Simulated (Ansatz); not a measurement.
A made-up structure of CH₃SSi, doublet:

| atom | x (Å) | y (Å) | z (Å) |
| --- | --- | --- | --- |
| Si1 | -0.8215 | 0.3794 | -0.7737 |
| C2 | 0.1854 | -0.3381 | 0.3541 |
| S3 | 1.0134 | -0.4743 | 1.7766 |
| H4 | -1.5200 | -0.4338 | -1.7891 |
| H5 | -1.0477 | 1.8397 | -0.8975 |
| H6 | 1.1418 | 0.1179 | 0.3878 |

It is relaxed with PBE-D4/def2-SVP and then PBE0-D4/def2-TZVP (Ansatz 0.2.0). Atoms count as bonded within 1.22 times the sum of their covalent radii (H–H: 0.88 Å). The end point is not checked to be a true minimum.

Task: Does its bonding change? (Judge from chemistry; the calculation decides.)

Result: Computed: Yes. Formed: none; broken: S3–H6.

Where it ends: The first stage lowers the energy by 2.70 eV in 16 steps. It ends as CH₃SSi ([SiH2][CH][S]):
```csv
atom,x (Å),y (Å),z (Å)
Si1,-0.7336,0.3863,-0.7874
C2,0.4650,0.1231,0.4905
S3,0.6045,-1.3424,1.2500
H4,-1.6305,-0.7100,-1.1932
H5,-0.8752,1.6870,-1.4799
H6,1.1211,0.9468,0.7781
```

Labels in which every atom is bracketed show which atoms are joined, not bond orders.

For scale, one of the runs: PBE0-D4/def2-TZVP relaxation, 123 basis functions, launched by `ansatz run in.yaml --threads 2 --pin off --events-out ev --progress --plain --max-ram 4352MiB`. The run took about 37 s on 2 CPU threads of an Arm Neoverse V1 (shared host).
